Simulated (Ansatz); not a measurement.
**Structure relaxation of ZnW2**

These are results of DFT PBE, scalar-relativistic, plane waves, PAW (Ansatz), not measurements. Cutoff 420 eV, Γ-centred k mesh, Gaussian smearing, no spin polarisation in the final step.

The start puts ZnW2 on the cubic Laves (C15) structure type (Fd-3m, No. 227), with Zn in place of Mg, W in place of Cu, at a guessed volume.

```xyz
6
Lattice="0.0000 3.5961 3.5961 3.5961 0.0000 3.5961 3.5961 3.5961 0.0000" Properties=species:S:1:pos:R:3 pbc="T T T"
Zn    0.0000    0.0000    0.0000
Zn    1.7980    1.7980    1.7980
W     4.4951    4.4951    4.4951
W     4.4951    2.6971    2.6971
W     2.6971    2.6971    4.4951
W     2.6971    4.4951    2.6971
```

Steps on the 4×4×4 mesh (6 atoms). 5 of 5 steps are shown, and the free energy counts from the last. Trial steps that were taken back and renewals of the plane-wave basis can be among the rows.

```
step  ΔF (meV/atom) V (Å³/atom) P (GPa)
   1          153.9        15.50    27.92
   2            6.8        17.88    -4.11
   3            1.3        17.54    -0.76
   4            1.1        17.46     0.03
   5            0.0        17.46     0.00
```

A final relaxation ran on a 10×10×10 mesh. The relaxed crystal, Fd-3m (No. 227):

```
Zn W
1.0
     0.00000    3.73814    3.73814
     3.73814    0.00000    3.73814
     3.73814    3.73814    0.00000
Zn W
2 4
Direct
  0.00000 0.00000 0.00000
  0.25000 0.25000 0.25000
  0.62500 0.62500 0.62500
  0.12500 0.62500 0.62500
  0.62500 0.62500 0.12500
  0.62500 0.12500 0.62500
```

For ZnW2, the volume per atom is 17.41 Å³ and the density is 13.77 g/cm³. The energy over the elements is 0.76 eV/atom and the gap on the 10×10×10 mesh is 0 eV (a metal).

Formation energies are uncorrected and refer to the elements' standard structures at the same level.

The final run used a 10×10×10 mesh on its 6-atom cell and 0.10 eV smearing. The k mesh leaves about 4 meV/atom of noise in metals. Spin–orbit coupling is left out.

A structure relaxed within its symmetry needn't be a true minimum.

Cost: 3 runs of about 1.2 core-minutes in all, on Arm Neoverse V2 (shared hosts).